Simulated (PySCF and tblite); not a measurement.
Values are calculated unless marked as measured or tabulated.
C5H10O, numbered as in [CH3:1][C:2](=[O:3])[CH:4]([CH3:5])[CH3:6].

Geometries GFN2-xTB; weights from TPSS-D3(BJ)/def2-TZVP (IEF-PCM, chloroform) energies and GFN2-xTB thermal corrections, with symmetry numbers and mirror pairs. Conformers within 3 kcal/mol (GFN2-xTB free energy) were kept, 5 at most. (PySCF 2.14, tblite 0.8.)

Rotational constants are equilibrium values for the commonest isotopes; dipoles come from the energy level named and are polarised by its solvent model.

Torsions listed: O3–C2–C4–C5. Of a mirror pair one member is shown.

```json
{"conformer": "1", "shape": "-86°", "symmetry": "C1 (pair)", "weight %": "76.1"}
{"conformer": "2", "shape": "138°", "symmetry": "C1 (pair)", "weight %": "23.9"}
```

Sets of constants, in random order:

```tsv
set	A (MHz)	B (MHz)	C (MHz)	abs μa (D)	abs μb (D)	abs μc (D)
P	4788	2796	2331	0.66	2.69	2.03
Q	4591	2784	2409	2.64	1.97	1.37
```

Problem. Match each set to its conformer.

Solution. P is conformer 1, Q is conformer 2.
